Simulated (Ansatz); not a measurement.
System: tetrachloromethane, CCl₄, charge 0, multiplicity 1. SMILES: ClC(Cl)(Cl)Cl
Geometry: optimised at B3LYP-D3(BJ)/def2-TZVP (Ansatz, an electronic-structure program).

Parts of the frozen-core correlation energy in STO-3G (Ansatz, hartree). Frozen orbitals: 21; correlated occupied orbitals by spin: 16 and 16; virtual: 4 and 4. Spin-orbit coupling is left out. Non-relativistic.

```csv
term,value
reference (HF),-1855.67451
MP2 opposite-spin,-0.08317
MP2 same-spin,-0.01780
CCSD correlation,-0.11875
(T),-0.00236
FCI minus CCSD(T),-0.00074
T1 diagnostic,0.006
largest doubles amplitude,0.057
```
